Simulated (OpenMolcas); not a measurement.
## A ladder of methods for CH3Al (SMILES C[Al])

CH3Al: 5 atoms, total charge 0, spin state singlet. As SMILES, `C[Al]`. Geometry: relaxed at PBE0-D4/def2-TZVP.

Each level gives the dipole moment (D). The values are calculated.

| level | kind | program | value (D) | CPU time |
| --- | --- | --- | --- | --- |
| HF/cc-pVTZ | Hartree–Fock | OpenMolcas | 0.88 | 27 s |
| SVWN5/cc-pVTZ | LDA | OpenMolcas | 0.81 | 33 s |
| BLYP/cc-pVTZ | GGA | OpenMolcas | 0.64 | 48 s |
| revPBE/cc-pVTZ | GGA | OpenMolcas | 0.84 | 52 s |
| r2SCAN/cc-pVTZ | meta-GGA | OpenMolcas | 0.89 | 64 s |
| M06-2X/cc-pVTZ | hybrid meta-GGA | OpenMolcas | 0.53 | 44 s |

The values span 0.53 to 0.89 D. Magnitudes only: a small dipole may point the other way at some levels. CPU times are rough (shared hosts, several kinds of processor): they show what a rung costs within a factor of a few.
